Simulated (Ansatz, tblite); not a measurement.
# CH₈Si₂: chosen isomers compared

Aim: relax some chosen isomers of CH₈Si₂, and see how the levels of theory order them.

Computed with Ansatz 0.2.0, Gaussian basis. Level: relaxed with PBE-D4/def2-SVP, singlet.

2 further runs of the same task are left out: 2 set aside as unsound or not needed.

### 1 Where the work starts

11 atoms, charge 0, spin multiplicity 1.

Atoms are counted from 1 here; the program's logs count them from 0.

Bond lengths: C1–Si2 1.902 Å, C1–H6 1.086 Å, C1–H7 1.087 Å, C1–H8 1.087 Å, Si2–Si3 2.310 Å, Si2–H4 1.472 Å, Si2–H5 1.470 Å, Si3–H9 1.467 Å, Si3–H10 1.465 Å, Si3–H11 1.466 Å. Angles: Si2–C1–H6 111.6°, Si2–C1–H7 111.3°, Si2–C1–H8 111.2°, H6–C1–H7 107.5°, H6–C1–H8 107.5°, H7–C1–H8 107.5°, C1–Si2–Si3 110.8°, C1–Si2–H4 107.3°, C1–Si2–H5 107.1°, Si3–Si2–H4 112.6°, Si3–Si2–H5 113.0°, H4–Si2–H5 105.6°, Si2–Si3–H9 112.8°, Si2–Si3–H10 112.3°, Si2–Si3–H11 113.0°, H9–Si3–H10 106.2°, H9–Si3–H11 105.8°, H10–Si3–H11 106.2°.

As a file:

| atom | x (Å) | y (Å) | z (Å) |
| --- | --- | --- | --- |
| C1 | -0.17636 | 1.71279 | -0.11988 |
| Si2 | 0.70145 | 0.14149 | 0.49405 |
| Si3 | -0.37630 | -1.75350 | -0.27014 |
| H4 | 0.74824 | 0.21226 | 1.96319 |
| H5 | 2.10030 | 0.22473 | 0.04834 |
| H6 | 0.29317 | 2.61139 | 0.27011 |
| H7 | -1.21870 | 1.72862 | 0.18719 |
| H8 | -0.15416 | 1.77681 | -1.20480 |
| H9 | -1.74304 | -1.87802 | 0.24682 |
| H10 | 0.32121 | -2.98257 | 0.11622 |
| H11 | -0.49582 | -1.79401 | -1.73110 |

The isomers as started, chosen beforehand: A: SiH2Me(SiH3); B: (H3Si)2CH2. The structure above is A.

### 2 Relaxing candidate A

File in.yaml:

```yaml
crystal:
  periodic: [false, false, false]
  atoms:
    - {symbol: C, position_ang: [-0.176360, 1.712790, -0.119880]}
    - {symbol: Si, position_ang: [0.701450, 0.141490, 0.494050]}
    - {symbol: Si, position_ang: [-0.376300, -1.753500, -0.270140]}
    - {symbol: H, position_ang: [0.748240, 0.212260, 1.963190]}
    - {symbol: H, position_ang: [2.100300, 0.224730, 0.048340]}
    - {symbol: H, position_ang: [0.293170, 2.611390, 0.270110]}
    - {symbol: H, position_ang: [-1.218700, 1.728620, 0.187190]}
    - {symbol: H, position_ang: [-0.154160, 1.776810, -1.204800]}
    - {symbol: H, position_ang: [-1.743040, -1.878020, 0.246820]}
    - {symbol: H, position_ang: [0.321210, -2.982570, 0.116220]}
    - {symbol: H, position_ang: [-0.495820, -1.794010, -1.731100]}
basis:
  gaussian: {orbitals: def2-SVP}
hamiltonian: {xc: pbe, dispersion: d4}
scf: {omitted_lower_state_checks: [starts]}
output: {orbitals: {seedname: orbitals}}
relax: {f_tol: 0.02, max_steps: 100}
```

The run is started by

```sh
$ ansatz run in.yaml --threads 2 --pin off --events-out ev --progress --plain --max-ram 4352MiB
```

Output, shortened:

```text
Functional definition: PBE
  name "PBE"
  cite "Perdew, Burke & Ernzerhof, Phys. Rev. Lett. 77, 3865 (1996) doi:10.1103/PhysRevLett.77.3865"
  parent pbe
[...]
1014 factors; their error is unknown
[...]
mean field -16906.49556126 eV, -621.3022522421 hartree, gradient 4.8e-5 eV, S^2 0.000000; 0 other end points of the search recorded, 0 dependent functions left out
[...]
reference -16906.49559883 eV, -621.3022536227 hartree; 21, 21 occupied and 69, 69 virtual orbitals, 1014 factors
relax step   1: F+E_penalty+E_count = -16906.69996002 eV  Δ(F+E_penalty+E_count) = +0.000e0 eV  max|allowed force component| = 8.330e-1 eV/Å  Δτ_max = 0.0000 Å  (24 SCF iters, accepted)
[...]
relax step   5: F+E_penalty+E_count = -16906.84298033 eV  Δ(F+E_penalty+E_count) = -5.847e-4 eV  max|allowed force component| = 4.024e-2 eV/Å  Δτ_max = 0.0211 Å  (26 SCF iters, accepted)
[...]
relax step   6: F+E_penalty+E_count = -16906.84313095 eV  Δ(F+E_penalty+E_count) = -1.506e-4 eV  max|allowed force component| = 2.278e-3 eV/Å  Δτ_max = 0.0118 Å  (21 SCF iters, accepted)
[...]
1014 factors; their error is unknown
mean field -16906.63993062 eV, -621.3075577183 hartree, gradient 1.2e-5 eV, S^2 0.000000; 0 other end points of the search recorded, 0 dependent functions left out
[...]
reference -16906.63996852 eV, -621.3075591108 hartree; 21, 21 occupied and 69, 69 virtual orbitals, 1014 factors
Total energy: -16906.84316885 eV, -621.3150265852 hartree
Atom 0 at    -0.193738     1.735635    -0.119174 Å, force     0.000630    -0.001034     0.000586 eV/Å
Atom 1 at     0.700128     0.177595     0.490034 Å, force    -0.002135    -0.002200    -0.001566 eV/Å
Atom 2 at    -0.372436    -1.773530    -0.275966 Å, force     0.000966     0.002278     0.000663 eV/Å
Atom 3 at     0.736433     0.149800     1.997846 Å, force     0.000253     0.000228     0.001279 eV/Å
Atom 4 at     2.127758     0.169224     0.002882 Å, force     0.001293     0.000315    -0.001078 eV/Å
Atom 5 at     0.315546     2.648643     0.250171 Å, force    -0.000723     0.000142    -0.000689 eV/Å
Atom 6 at    -1.241922     1.754260     0.241080 Å, force     0.000489    -0.000117     0.000387 eV/Å
Atom 7 at    -0.208526     1.771707    -1.227023 Å, force    -0.000745    -0.000236     0.000729 eV/Å
Atom 8 at    -1.787320    -1.834178     0.241090 Å, force    -0.001090     0.000953    -0.000436 eV/Å
Atom 9 at     0.351993    -3.012412     0.181605 Å, force     0.000078    -0.000569     0.001161 eV/Å
Atom 10 at    -0.427926    -1.786754    -1.782544 Å, force     0.000983     0.000239    -0.001035 eV/Å
Dipole moment:    -0.049616     0.188453    -0.032930 e Å
Checks for a lower state left out: starts
```

Wall time 15 s (2 threads of Arm Neoverse N1, shared host).

Along the way:

| step | energy from step 1 (eV) | largest force component (eV/Å) |
| --- | --- | --- |
| 1 | 0.0000 | 0.8330 |
| 2 | -0.1313 | 0.2225 |
| 3 | -0.1418 | 0.0621 |
| 4 | -0.1424 | 0.0663 |
| 5 | -0.1430 | 0.0402 |
| 6 | -0.1432 | 0.0023 |

Distances of close pairs at the start and the end, largest changes first:

| bond | before (Å) | after (Å) | change (Å) |
| --- | --- | --- | --- |
| Si2–Si3 | 2.310 | 2.355 | +0.044 |
| Si3–H10 | 1.465 | 1.506 | +0.041 |
| Si3–H11 | 1.466 | 1.508 | +0.041 |
| Si3–H9 | 1.467 | 1.508 | +0.041 |
| Si2–H5 | 1.470 | 1.508 | +0.038 |
| Si2–H4 | 1.472 | 1.509 | +0.037 |
| C1–H6 | 1.086 | 1.109 | +0.022 |
| C1–H7 | 1.087 | 1.109 | +0.022 |

### 3 Relaxing candidate B

File in.yaml:

```yaml
crystal:
  periodic: [false, false, false]
  atoms:
    - {symbol: C, position_ang: [0.024750, 0.327990, 0.682350]}
    - {symbol: Si, position_ang: [-0.944790, -1.272800, 0.365160]}
    - {symbol: Si, position_ang: [0.927780, 1.052240, -0.822520]}
    - {symbol: H, position_ang: [-1.549050, -1.738300, 1.618400]}
    - {symbol: H, position_ang: [-0.044740, -2.310790, -0.141770]}
    - {symbol: H, position_ang: [-2.005800, -1.024470, -0.613670]}
    - {symbol: H, position_ang: [1.955360, 0.116710, -1.283710]}
    - {symbol: H, position_ang: [-0.025590, 1.305740, -1.905320]}
    - {symbol: H, position_ang: [1.569230, 2.317000, -0.447580]}
    - {symbol: H, position_ang: [0.754090, 0.147200, 1.473830]}
    - {symbol: H, position_ang: [-0.661240, 1.079490, 1.074840]}
basis:
  gaussian: {orbitals: def2-SVP}
hamiltonian: {xc: pbe, dispersion: d4}
scf: {omitted_lower_state_checks: [starts]}
output: {orbitals: {seedname: orbitals}}
relax: {f_tol: 0.02, max_steps: 100}
```

The command is unchanged.

Output, shortened:

```text
Functional definition: PBE
  name "PBE"
  cite "Perdew, Burke & Ernzerhof, Phys. Rev. Lett. 77, 3865 (1996) doi:10.1103/PhysRevLett.77.3865"
  parent pbe
[...]
1014 factors; their error is unknown
[...]
mean field -16906.41239948 eV, -621.2991961031 hartree, gradient 4.4e-5 eV, S^2 0.000000; 0 other end points of the search recorded, 0 dependent functions left out
[...]
reference -16906.41243791 eV, -621.2991975154 hartree; 21, 21 occupied and 69, 69 virtual orbitals, 1014 factors
relax step   1: F+E_penalty+E_count = -16906.62697921 eV  Δ(F+E_penalty+E_count) = +0.000e0 eV  max|allowed force component| = 7.793e-1 eV/Å  Δτ_max = 0.0000 Å  (23 SCF iters, accepted)
[...]
relax step   3: F+E_penalty+E_count = -16906.73093062 eV  Δ(F+E_penalty+E_count) = -6.140e-3 eV  max|allowed force component| = 1.195e-1 eV/Å  Δτ_max = 0.0435 Å  (27 SCF iters, accepted)
[...]
Atom 2 at     0.917192     1.050967    -0.806224 Å, force     0.000288    -0.007578    -0.019909 eV/Å
Atom 3 at    -1.587389    -1.773117     1.627937 Å, force    -0.001565     0.002279     0.008664 eV/Å
Atom 4 at     0.001455    -2.323176    -0.144777 Å, force    -0.003500    -0.004331     0.002292 eV/Å
Atom 5 at    -1.999308    -1.021993    -0.660582 Å, force    -0.001726    -0.005297     0.001442 eV/Å
Atom 6 at     1.939256     0.067744    -1.311701 Å, force     0.001370     0.003962    -0.003251 eV/Å
Atom 7 at    -0.067583     1.322276    -1.912480 Å, force     0.003837     0.004844    -0.002275 eV/Å
Atom 8 at     1.620349     2.338668    -0.467674 Å, force     0.002369     0.005206     0.007070 eV/Å
Atom 9 at     0.769976     0.154275     1.505640 Å, force    -0.004875     0.005527     0.003594 eV/Å
Atom 10 at    -0.685678     1.104134     1.092550 Å, force     0.004831    -0.000701     0.005990 eV/Å
Dipole moment:     0.005194     0.077391     0.159770 e Å
Checks for a lower state left out: starts
```

Run time: 11 s. Hardware: 2 threads of Arm Neoverse N1, shared host.

The steps of the relaxation:

| step | energy from step 1 (eV) | largest force component (eV/Å) |
| --- | --- | --- |
| 1 | 0.0000 | 0.7793 |
| 2 | -0.0978 | 0.2286 |
| 3 | -0.1040 | 0.1195 |
| 4 | -0.1070 | 0.0199 |

Distances of close pairs at the start and the end, largest changes first:

| bond | before (Å) | after (Å) | change (Å) |
| --- | --- | --- | --- |
| Si3–H7 | 1.464 | 1.506 | +0.041 |
| Si2–H5 | 1.464 | 1.506 | +0.041 |
| Si3–H8 | 1.465 | 1.506 | +0.041 |
| Si2–H6 | 1.465 | 1.506 | +0.041 |
| Si3–H9 | 1.467 | 1.506 | +0.039 |
| Si2–H4 | 1.467 | 1.506 | +0.039 |
| C1–H11 | 1.091 | 1.112 | +0.021 |
| C1–H10 | 1.091 | 1.112 | +0.020 |

### 4 The relaxed candidates

| candidate | point group | bonds (count, mean Å) | energy above the lowest (kJ/mol) |
| --- | --- | --- | --- |
| A | Cs | C–Si 1, 1.90; Si–Si 1, 2.35; H–Si 5, 1.51; C–H 3, 1.11 | 0.0 |
| B | C2v | C–Si 2, 1.89; H–Si 6, 1.51; C–H 2, 1.11 | 10.5 |

### 5 Candidate B, first pass, PBE0-D4/def2-SVP

start.molden holds the orbitals of an earlier run on this state, given as this run's starting guess.

File in.yaml:

```yaml
crystal:
  periodic: [false, false, false]
  atoms:
    - {symbol: C, position_ang: [0.022907, 0.340903, 0.703978]}
    - {symbol: Si, position_ang: [-0.931177, -1.260672, 0.373342]}
    - {symbol: Si, position_ang: [0.917192, 1.050967, -0.806224]}
    - {symbol: H, position_ang: [-1.587389, -1.773117, 1.627937]}
    - {symbol: H, position_ang: [0.001455, -2.323176, -0.144777]}
    - {symbol: H, position_ang: [-1.999308, -1.021993, -0.660582]}
    - {symbol: H, position_ang: [1.939256, 0.067744, -1.311701]}
    - {symbol: H, position_ang: [-0.067583, 1.322276, -1.912480]}
    - {symbol: H, position_ang: [1.620349, 2.338668, -0.467674]}
    - {symbol: H, position_ang: [0.769976, 0.154275, 1.505640]}
    - {symbol: H, position_ang: [-0.685678, 1.104134, 1.092550]}
basis:
  gaussian: {orbitals: def2-SVP, initial_orbitals: start.molden}
hamiltonian: {xc: pbe0, dispersion: d4}
output: {orbitals: {seedname: orbitals}}
```

The command is unchanged.

Output:

```text
Functional definition: PBE0
  name "PBE0"
  cite "Adamo & Barone, J. Chem. Phys. 110, 6158 (1999) doi:10.1063/1.478522"
  cite "Perdew, Burke & Ernzerhof, Phys. Rev. Lett. 77, 3865 (1996) doi:10.1103/PhysRevLett.77.3865"
  parent pbe
  parameter a = 0.25
  parameter kappa = 0.804
  parameter beta = 0.06672455060314922
  exchange = (1 - a)*pbe_x(kappa = kappa, mu = beta*pi^2/3) + a*exact_x
  correlation = pbe_c(beta = beta)
1014 factors; their error is unknown
mean field evaluation 1: about -16908.4840 eV, gradient 5.3e0 eV
mean field evaluation 2: about -16908.5379 eV, gradient 5.1e-2 eV
mean field evaluation 4: about -16908.6338 eV, gradient 5.0e-5 eV
mean field evaluation 8: about -16908.5020 eV, gradient 3.3e0 eV
mean field evaluation 16: about -16908.6338 eV, gradient 1.4e-4 eV
mean field -16908.63378257 eV, -621.3808304257 hartree, gradient 5.7e-5 eV, S^2 0.000000; 1 other end points of the search recorded, 0 dependent functions left out
reference -16908.63381206 eV, -621.3808315096 hartree; 21, 21 occupied and 69, 69 virtual orbitals, 1014 factors
Total energy: -16908.81522578 eV, -621.3874983406 hartree
```

It took 2.6 s on 2 threads of Arm Neoverse N1, shared host.

From the report: HOMO -8.79 eV, LUMO 0.67 eV.

### 6 Candidate B, GFN1-xTB

Tight binding, by tblite at 300 K electronic temperature and without a spin-polarisation term:

```python
tblite.interface.Calculator('GFN1-xTB', numbers, positions, charge=0, uhf=0).singlepoint()
```

Energy -275.8330 eV, HOMO -11.98 eV, LUMO -5.75 eV; 0.009 s.

### 7 Candidate B, GFN2-xTB

Tight binding, by tblite at 300 K electronic temperature and without a spin-polarisation term:

```python
tblite.interface.Calculator('GFN2-xTB', numbers, positions, charge=0, uhf=0).singlepoint()
```

Energy -262.9061 eV, HOMO -10.74 eV, LUMO -5.14 eV; 0.005 s.

### 8 Candidate B, PBE0-D4/def2-TZVP

Changes to in.yaml since step 5:

```diff
@@ -15,4 +15,5 @@
 basis:
-  gaussian: {orbitals: def2-SVP, initial_orbitals: start.molden}
+  gaussian: {orbitals: def2-TZVP, initial_orbitals: start.molden}
 hamiltonian: {xc: pbe0, dispersion: d4}
+scf: {omitted_lower_state_checks: [starts]}
 output: {orbitals: {seedname: orbitals}}
```

Launched as before.

Output:

```text
Functional definition: PBE0
  name "PBE0"
  cite "Adamo & Barone, J. Chem. Phys. 110, 6158 (1999) doi:10.1063/1.478522"
  cite "Perdew, Burke & Ernzerhof, Phys. Rev. Lett. 77, 3865 (1996) doi:10.1103/PhysRevLett.77.3865"
  parent pbe
  parameter a = 0.25
  parameter kappa = 0.804
  parameter beta = 0.06672455060314922
  exchange = (1 - a)*pbe_x(kappa = kappa, mu = beta*pi^2/3) + a*exact_x
  correlation = pbe_c(beta = beta)
these checks for a lower state are left out or cut short: starts
1068 factors; their error is unknown
mean field evaluation 1: about -16913.6201 eV, gradient 9.8e1 eV
mean field evaluation 2: about -16915.2636 eV, gradient 2.0e0 eV
mean field evaluation 4: about -16915.3348 eV, gradient 2.0e-1 eV
mean field -16915.33480488 eV, -621.6270884535 hartree, gradient 5.3e-5 eV, S^2 0.000000; 0 other end points of the search recorded, 0 dependent functions left out
reference -16915.33484058 eV, -621.6270897656 hartree; 21, 21 occupied and 132, 132 virtual orbitals, 1068 factors
Total energy: -16915.51625429 eV, -621.6337565966 hartree
Checks for a lower state left out: starts
```

Run time: 3.9 s. Hardware: 2 threads of Arm Neoverse N1, shared host.

Report: HOMO -8.78 eV, LUMO 0.20 eV.

### 9 Candidate B, PBE-D4/def2-TZVP

Changes to in.yaml since step 8:

```diff
@@ -16,4 +16,4 @@
   gaussian: {orbitals: def2-TZVP, initial_orbitals: start.molden}
-hamiltonian: {xc: pbe0, dispersion: d4}
+hamiltonian: {xc: pbe, dispersion: d4}
 scf: {omitted_lower_state_checks: [starts]}
-output: {orbitals: {seedname: orbitals}}
+output: {forces: true, orbitals: {seedname: orbitals}}
```

The command is unchanged.

Output, shortened:

```text
Functional definition: PBE
  name "PBE"
  cite "Perdew, Burke & Ernzerhof, Phys. Rev. Lett. 77, 3865 (1996) doi:10.1103/PhysRevLett.77.3865"
  parent pbe
[...]
1036 factors; their error is unknown
[...]
mean field -16913.32274442 eV, -621.5531465954 hartree, gradient 1.1e-5 eV, S^2 0.000000; 0 other end points of the search recorded, 0 dependent functions left out
[...]
reference -16913.32279180 eV, -621.5531483367 hartree; 21, 21 occupied and 132, 132 virtual orbitals, 1036 factors
Total energy: -16913.53733378 eV, -621.5610326089 hartree
Atom 0 at     0.022907     0.340903     0.703978 Å, force     0.005470     0.077471     0.160409 eV/Å
Atom 1 at    -0.931177    -1.260672     0.373342 Å, force     0.018194     0.011537    -0.040444 eV/Å
Atom 2 at     0.917192     1.050967    -0.806224 Å, force    -0.020325    -0.038239    -0.015104 eV/Å
Atom 3 at    -1.587389    -1.773117     1.627937 Å, force     0.066691     0.055579    -0.120357 eV/Å
Atom 4 at     0.001455    -2.323176    -0.144777 Å, force    -0.097514     0.110448     0.057837 eV/Å
Atom 5 at    -1.999308    -1.021993    -0.660582 Å, force     0.111000    -0.025334     0.111039 eV/Å
Atom 6 at     1.939256     0.067744    -1.311701 Å, force    -0.106277     0.104949     0.054450 eV/Å
Atom 7 at    -0.067583     1.322276    -1.912480 Å, force     0.103480    -0.024708     0.117332 eV/Å
Atom 8 at     1.620349     2.338668    -0.467674 Å, force    -0.070739    -0.127565    -0.027254 eV/Å
Atom 9 at     0.769976     0.154275     1.505640 Å, force    -0.194609     0.051230    -0.202462 eV/Å
Atom 10 at    -0.685678     1.104134     1.092550 Å, force     0.184628    -0.195367    -0.095447 eV/Å
Dipole moment:     0.005451     0.081148     0.167538 e Å
Checks for a lower state left out: starts
```

Wall time 3.9 s (2 threads of Arm Neoverse N1, shared host).

HOMO -7.54 eV, LUMO -0.59 eV.

### 10 Candidate B, r2SCAN-D4/def2-TZVP

Changes to in.yaml since step 9:

```diff
@@ -16,4 +16,4 @@
   gaussian: {orbitals: def2-TZVP, initial_orbitals: start.molden}
-hamiltonian: {xc: pbe, dispersion: d4}
+hamiltonian: {xc: r2scan, dispersion: d4}
 scf: {omitted_lower_state_checks: [starts]}
-output: {forces: true, orbitals: {seedname: orbitals}}
+output: {orbitals: {seedname: orbitals}}
```

Same command.

Output:

```text
Functional definition: r2SCAN
  name "r2SCAN"
  cite "Furness, Kaplan, Ning, Perdew & Sun, J. Phys. Chem. Lett. 11, 8208 (2020) doi:10.1021/acs.jpclett.0c02405"
  cite "Furness, Kaplan, Ning, Perdew & Sun, J. Phys. Chem. Lett. 11, 9248 (2020) doi:10.1021/acs.jpclett.0c03077"
  parent r2scan
  parameter k0 = 0.174
  parameter k1 = 0.065
  parameter a1 = 4.9479
  exchange = r2scan_x(k0 = k0, k1 = k1, a1 = a1)
  correlation = r2scan_c
these checks for a lower state are left out or cut short: starts
1036 factors; their error is unknown
mean field evaluation 1: about -16921.2545 eV, gradient 6.4e0 eV
mean field evaluation 2: about -16921.2829 eV, gradient 3.7e-2 eV
mean field evaluation 4: about -16921.2649 eV, gradient 6.4e-5 eV
mean field -16921.26493249 eV, -621.8450166235 hartree, gradient 1.7e-5 eV, S^2 0.000000; 0 other end points of the search recorded, 0 dependent functions left out
reference -16921.26494733 eV, -621.8450171691 hartree; 21, 21 occupied and 132, 132 virtual orbitals, 1036 factors
Total energy: -16921.31713454 eV, -621.8469350135 hartree
Checks for a lower state left out: starts
```

Wall time 6.5 s (2 threads of Arm Neoverse N1, shared host).

Report: HOMO -7.83 eV, LUMO -0.13 eV.

### 11 Candidate B, HF/def2-TZVP

Changes to in.yaml since step 10:

```diff
@@ -16,3 +16,3 @@
   gaussian: {orbitals: def2-TZVP, initial_orbitals: start.molden}
-hamiltonian: {xc: r2scan, dispersion: d4}
+hamiltonian: {xc: hf}
 scf: {omitted_lower_state_checks: [starts]}
```

Launched as before.

Output:

```text
Functional definition: HF
  name "HF"
  cite "Fock, Z. Phys. 61, 126 (1930) doi:10.1007/BF01340294"
  parent pbe
  exchange = exact_x
  correlation = 0
these checks for a lower state are left out or cut short: starts
1201 factors; their error is unknown
mean field evaluation 1: about -16881.6927 eV, gradient 2.7e1 eV
mean field evaluation 2: about -16882.3394 eV, gradient 7.7e-1 eV
mean field evaluation 4: about -16882.6517 eV, gradient 4.3e-1 eV
mean field -16882.65175021 eV, -620.4260083478 hartree, gradient 8.9e-5 eV, S^2 0.000000; 0 other end points of the search recorded, 0 dependent functions left out
reference -16882.65175021 eV, -620.4260083478 hartree; 21, 21 occupied and 132, 132 virtual orbitals, 1201 factors
Total energy: -16882.65175021 eV, -620.4260083478 hartree
Checks for a lower state left out: starts
```

Wall time 1.7 s (2 threads of Arm Neoverse N1, shared host).

From the report: HOMO -11.78 eV, LUMO 2.91 eV.

### 12 Candidate B, ωB97M-V/def2-TZVP

Changes to in.yaml since step 11:

```diff
@@ -16,3 +16,3 @@
   gaussian: {orbitals: def2-TZVP, initial_orbitals: start.molden}
-hamiltonian: {xc: hf}
+hamiltonian: {xc: {name: wB97M-V}}
 scf: {omitted_lower_state_checks: [starts]}
```

Same command.

Output, shortened:

```text
Functional definition: wB97M-V
  name "wB97M-V"
  cite "Mardirossian & Head-Gordon, J. Chem. Phys. 144, 214110 (2016) doi:10.1063/1.4952647"
  cite "Becke, J. Chem. Phys. 107, 8554 (1997) doi:10.1063/1.475007"
  cite "Vydrov & Van Voorhis, J. Chem. Phys. 133, 244103 (2010) doi:10.1063/1.3521275"
  # Of w^i u^j: cxij and so on, Table III.
[...]
  gx(w, u) = 1 - cx + cx01*u + cx10*w
  gss(w, u) = css00 + css04*u^4 + css10*w + css20*w^2 + css43*w^4*u^3
  gos(w, u) = cos00 + cos10*w + (cos20 + cos21*u)*w^2 + (cos60 + cos61*u)*w^6
[...]
      + integral(e_c_pw_mod_opposite_spin*gos(b97_w_opposite, b97_u_opposite)) + vv10(b, c)
[...]
1036 factors; their error is unknown
311 factors; integrals over basis functions are off by at most 1.4e-5 eV
[...]
mean field -16921.12878053 eV, -621.8400131314 hartree, gradient 1.1e-5 eV, S^2 0.000000; 0 other end points of the search recorded, 0 dependent functions left out
reference -16921.12883905 eV, -621.8400152820 hartree; 21, 21 occupied and 132, 132 virtual orbitals, 1036 factors
Total energy: -16921.12883905 eV, -621.8400152820 hartree
Checks for a lower state left out: starts
```

Wall time 15 s (2 threads of Arm Neoverse N1, shared host).

HOMO -10.96 eV, LUMO 1.72 eV.

### 13 Candidate B, CAM-B3LYP-D4/def2-TZVP

Changes to in.yaml since step 12:

```diff
@@ -16,3 +16,3 @@
   gaussian: {orbitals: def2-TZVP, initial_orbitals: start.molden}
-hamiltonian: {xc: {name: wB97M-V}}
+hamiltonian: {xc: {name: CAM-B3LYP}, dispersion: d4}
 scf: {omitted_lower_state_checks: [starts]}
```

Launched as before.

Output, shortened:

```text
Functional definition: CAM-B3LYP
  name "CAM-B3LYP"
  cite "Yanai, Tew & Handy, Chem. Phys. Lett. 393, 51 (2004) doi:10.1016/j.cplett.2004.06.011"
  cite "Iikura, Tsuneda, Yanai & Hirao, J. Chem. Phys. 115, 3540 (2001) doi:10.1063/1.1383587"
  cite "Becke, Phys. Rev. A 38, 3098 (1988) doi:10.1103/PhysRevA.38.3098"
  cite "Lee, Yang & Parr, Phys. Rev. B 37, 785 (1988) doi:10.1103/PhysRevB.37.785"
  cite "Vosko, Wilk & Nusair, Can. J. Phys. 58, 1200 (1980) doi:10.1139/p80-159"
[...]
  # Exact exchange under (alpha + beta erf(omega r))/r, Becke's under what is left of 1/r.
[...]
1054 factors; their error is unknown
333 factors; integrals over basis functions are off by at most 2.0e-5 eV
[...]
mean field -16923.13582435 eV, -621.9137706314 hartree, gradient 8.1e-5 eV, S^2 0.000000; 0 other end points of the search recorded, 0 dependent functions left out
reference -16923.13596687 eV, -621.9137758689 hartree; 21, 21 occupied and 132, 132 virtual orbitals, 1054 factors
Total energy: -16923.32052313 eV, -621.9205581863 hartree
Checks for a lower state left out: starts
```

Wall time 4 s (2 threads of Arm Neoverse N1, shared host).

From the report: HOMO -10.12 eV, LUMO 1.10 eV.

(Part 1 of 2 ends here.)
